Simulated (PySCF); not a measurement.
A family of related molecules: binary hydrides. Isolated molecules, 0 K electronic values unless said otherwise. Strings in code marks are SMILES.

Computed with PBE-D3(BJ)/def2-TZVP // PBE0-D3(BJ)/def2-TZVP (PySCF 2.14.0). All candidates: neutral, multiplicity 1. Delta-SCF ions had no search for a lower state. 

```json
{
 "dipole_moment": "1.13 D",
 "HOMO": "-6.19 eV",
 "vertical ionisation energy (Delta-SCF)": "10.35 eV"
}
```

Q: Say which member has these values.
A. `S`
B. `[MgH2]`
C. `B`
D. `N`

A: A, `S`. The others give `[MgH2]`: 0.00 D, -6.04 eV, 9.40 eV; `B`: 0.00 D, -8.47 eV, 12.88 eV; `N`: 1.66 D, -5.95 eV, 10.86 eV
